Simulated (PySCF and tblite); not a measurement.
C2H4ClF, numbered as in [F:1][CH2:2][CH2:3][Cl:4]. Level: PBE0-D3(BJ)/def2-TZVP//PBE0-D3(BJ)/def2-SVP, thermal terms from GFN2-xTB, symmetry numbers and mirror pairs counted. Conformers within 4 kcal/mol (GFN2-xTB free energy) were kept, 5 at most. GIAO shieldings: PBE0/pcSseg-1. Shifts are against TMS (¹H), TMS (¹³C), CFCl3 (¹⁹F) at the same level. (PySCF 2.14, tblite 0.8.)

Torsions listed: F1–C2–C3–Cl4. Of a mirror pair one member is shown.

Two conformers hold nearly all the population. I: 180°; δ(C3) = 44.73 ppm. II: -66°; δ(C3) = 49.89 ppm. The average over the ensemble at 298.15 K is 47.57 ppm.

What populations and free-energy difference follow from a two-state model?

p(I) = (47.57 − 49.89)/(44.73 − 49.89) = 0.45, so K = p(II)/p(I) = 1.22 and G(II) − G(I) = −RT ln K = -0.12 kcal/mol. One of the two counts twice, as a mirror pair, which this difference holds. The weights computed directly are 44.9 % and 55.1 %.
